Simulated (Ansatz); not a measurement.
**Structure optimisation: carbon, graphite**

The calculation used DFT, PBEsol, plane waves (420 eV) with PAW, scalar-relativistic (Ansatz 0.2.0). The PAW files were generated under PBE, with cores re-solved for the functional.

k-point mesh 8×8×3, Fermi-Dirac smearing 0.05 eV, no spin polarisation. Cell and atoms relax.

Starting structure:

```yaml
crystal:
  lattice:
    - [2.4640014744, 0.0, 0.0]
    - [-1.2320007372, 2.1338878718, 0.0]
    - [0.0, 0.0, 6.711]
  atoms:
    - { symbol: C, position: [0.0, 0.0, 0.25] }
    - { symbol: C, position: [0.0, 0.0, 0.75] }
    - { symbol: C, position: [0.3333333333, 0.6666666667, 0.25] }
    - { symbol: C, position: [0.6666666667, 0.3333333333, 0.75] }
hamiltonian:
  xc: pbesol
  pseudopotentials:
    kind: paw
    azcp:
      C: "pseudopotentials/C.paw.azcp"
basis:
  ecutwfc: 420
  fft_grid_basis: typed
kpoints:
  mp_grid: { grid: [8, 8, 3], shift: [0, 0, 0] }
magnetization:
  spin_polarized: false
scf:
  occupations: { method: fermi_dirac, width: 0.05 }
relax:
  max_steps: 60
  f_tol: 0.01
  cell: {}
```

**Question.** What cell does the relaxation end in?

**Answer.** P6_3/mmc with a = 2.459 Å, c = 7.176 Å (c/a = 2.918); 9.39 Å³ per atom against 8.82 at the start (6.5 %).

**Question.** How much energy does the relaxation gain?

**Answer.** 2.2 meV per atom.
